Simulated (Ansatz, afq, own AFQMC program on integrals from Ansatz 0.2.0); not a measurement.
# Where AFQMC and coupled cluster stand for CH₃O, doublet

```xyz
5

O     0.0000    0.0011    0.6951
C     0.0000    0.0094   -0.6608
H     0.8686   -0.5694   -1.0215
H     0.0000    1.0088   -1.1162
H    -0.8686   -0.5694   -1.0215
```

Connectivity, by distances: O–CH3.

Basis cc-pVDZ. Noble-gas cores (and the filled d shells of Ga–Kr and In–Xe) are frozen. Ansatz 0.2.0 and our own AFQMC program on the same integrals; the CISD trial comes from CCSD amplitudes, and released means the phaseless constraint is let go. Error bars are statistical, one sigma.

Determinant: UHF, the one that the program's search chose, which needn't be the lowest solution. The geometry is a point of a scan.

No full CI on the walks' own integrals is used here. The released AFQMC energy serves as the reference, which it does only where one determinant dominates, the energy is flat over the last release times and near the phaseless one (40 meV or 2 meV an electron, half that with transition metals). On small molecules, where full CI could be run and the noise was under 10 meV, such values lay within 10 meV of it in 19 cases of 20, a flattering rate, since the rule was set on those same cases; what remains of the bias isn't in the error bar.

Cautions: the released value is read at 1.62 1/Eh with a noise of 20 meV, more than in the cases checked, later times being too noisy (meV from the phaseless value at times in 1/Eh: -13 ± 12 at 0.24, -35 ± 12 at 0.51, -5 ± 14 at 0.99, -27 ± 20 at 1.62, -7 ± 22 at 2.40).

- T1 diagnostic: 0.0165
- weight of the determinant in the CISD state: 0.898
- ⟨S²⟩ of the determinant: 0.758
- size of the correlated space: 13 electrons in 41 orbitals

```
  level  correlation energy (eV)
    MP2                  -7.8112
   CCSD                  -8.6655
CCSD(T)                  -8.8474
```

Problem. Estimate where AFQMC with the constraint released lies against CCSD(T) on the same integrals.

Solution. 1.79 ± 0.72 mEh below CCSD(T).

Reference: AFQMC with the constraint released, correlation energy -8.896 ± 0.020 eV.

| level | E − E(reference) (mEh) | share of correlation (%) |
| --- | --- | --- |
| CCSD(T) | 1.79 ± 0.72 | 99.45 |
| ph-AFQMC/CISD | 0.99 ± 0.82 | 99.70 |

A walk keeps the symmetry of its determinant, which the program's search chose and which needn't be the lowest solution, so a lower state of the same spin and another symmetry isn't excluded. Released energies are given only where the last usable release times agree within the noise; a slower fall can still hide under it.
